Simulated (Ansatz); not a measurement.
Input for Ansatz (a program for electronic structure): R-wB97M-V/def2-TZVPP on hydrogen cyanide (SMILES C#N), atoms moved off the minimum.

Ansatz 0.2 input:
```yaml
crystal:
  periodic: [false, false, false]
  atoms:
    - {symbol: C, position_ang: [0.02884446, 0.01334147, -0.47188175]}
    - {symbol: N, position_ang: [0.00625341, 0.01701996, 0.66522383]}
    - {symbol: H, position_ang: [-0.02150094, -0.01245104, -1.53036138]}
basis:
  gaussian:
    orbitals: def2-TZVPP
hamiltonian:
  xc: {name: wB97M-V}
scf: {lower_state_search: off}
output: {forces: true}
```

Program output:

```
WARN ansatz: RAYON_NUM_THREADS=1 ignored (pool sized by the plan → 1); use --threads N
Functional definition: wB97M-V
these checks for a lower state are left out or cut short: stability, starts, cluster_reference, orbital_swaps, neighbouring_geometries, increment
integrals: 0.01 GiB planned
394 factors; their error is unknown
integrals: 0.05 GiB planned
90 factors; integrals over basis functions are off by at most 5.0e-5 eV
mean field: 0.18 GiB planned
mean field evaluation 1: about -2539.6841 eV, gradient 3.7e1 eV
mean field evaluation 2: about -2538.4836 eV, gradient 4.5e1 eV
mean field evaluation 4: about -2542.4204 eV, gradient 1.2e0 eV
mean field evaluation 8: about -2542.4278 eV, gradient 2.5e-1 eV
mean field evaluation 16: about -2542.4278 eV, gradient 1.2e-5 eV
mean field -2542.42781650 eV, -93.4324989368 hartree, gradient 4.9e-6 eV, S^2 0.000000; 0 other end points of the search recorded, 0 dependent functions left out
the calculation of the forces begins
reference -2542.42784456 eV, -93.4324999682 hartree; 7, 7 occupied and 69, 69 virtual orbitals, 394 factors
Total energy: -2542.42784456 eV, -93.4324999682 hartree
Atom 0 at     0.028844     0.013341    -0.471882 Å, force    -0.198453    -0.068658    -0.683142 eV/Å
Atom 1 at     0.006253     0.017020     0.665224 Å, force     0.091680     0.037468     0.923284 eV/Å
Atom 2 at    -0.021501    -0.012451    -1.530361 Å, force     0.106773     0.031190    -0.240142 eV/Å
Dipole moment:    -0.005817    -0.007777    -0.629309 e Å
Checks for a lower state left out: stability, starts, cluster_reference, orbital_swaps, neighbouring_geometries, increment
```

The run converged.

Cost: around 1.2 core-seconds (rough).
